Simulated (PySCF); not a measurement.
Metal–ligand bonds in Ta(F)4–Y. Gas-phase values, no solvent. One relaxed conformer stands for each flexible species; it need not be the lowest. Multiplicities are imposed; where one is given, others were not computed. Strings in code marks are SMILES.

These are PBE-D3(BJ)/def2-TZVP // PBE-D3(BJ)/def2-SVP (PySCF) values and carry that method's errors. 

| species | highest occupied spin orbital (eV) | dipole moment (D) |
|---|---|---|
| free radical OH (`[OH]`) | … | 1.73 |
| free radical NH2 (`[NH2]`) | -7.20 | 1.92 |
| free radical OCH3 (`C[O]`) | -5.97 | 2.10 |
| free radical SH (`[SH]`) | … | 0.87 |

Task: Some entries are withheld; supply them.

Result: 
- free radical OH (`[OH]`), highest occupied spin orbital (eV): -7.14
- free radical SH (`[SH]`), highest occupied spin orbital (eV): -6.12
